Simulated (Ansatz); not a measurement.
Species: CCl4, SMILES `ClC(Cl)(Cl)Cl` (charge 0, multiplicity 1), formula CCl4.

### Question
How many basis functions does frozen-core CCSD(T)/cc-pVTZ // PBE0-D4/def2-TZVP (Ansatz, a program for electronic structure) use, how many core orbitals are frozen, and how many electrons are correlated?

### Answer
166 basis functions and 21 frozen orbitals, which leaves 32 correlated electrons. Core time is of the order of seconds.
